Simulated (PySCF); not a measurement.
ClF.
Structure used (PBE0-D3(BJ)/def2-SVP), in Å, numbered top down from 1:
```
atom  x, y, z in Å
F1    -0.760   -0.256    0.165
Cl2    0.763    0.257   -0.179
```

Computed, not measured: PySCF 2.14.0, PBE0-D3(BJ)/def2-SVP geometry optimisation, gas phase.

Take the most abundant isotopes and a rigid rotor. 

Task: What are the moment of inertia and the rotational constant?

Result: I = 33.251 u·Å², B = 505379 MHz·u·Å²/I = 15199 MHz (0.5070 cm⁻¹, or 0.729 K as hB/k). For two atoms I = μr² with μ = 12.3103 u and r = 1.6435 Å.

Task: List the first levels of a rigid rotor in a Σ state.

Result: E(J) = BJ(J+1): J = 1: 1.014, J = 2: 3.042, J = 3: 6.084, J = 4: 10.140, J = 5: 15.210, J = 6: 21.293 cm⁻¹.

Task: Where do the first rotational lines fall?

Result: The dipole is 1.15 D; J+1 ← J lies at 2B(J+1): 1 ← 0 at 30.40 GHz, 2 ← 1 at 60.80 GHz, 3 ← 2 at 91.19 GHz, 4 ← 3 at 121.59 GHz, 5 ← 4 at 151.99 GHz, 6 ← 5 at 182.39 GHz.

Whether it is a minimum is left open (no frequencies). No vibrational averaging or centrifugal distortion is included, and the geometry carries the error of its method.

Hardware: an Arm Neoverse V2 with one thread, shared host with 192 logical CPUs at a one-minute load of 120. Cost: 0.97 s, 0.24 GiB resident at most. These figures are those of the optimisation.
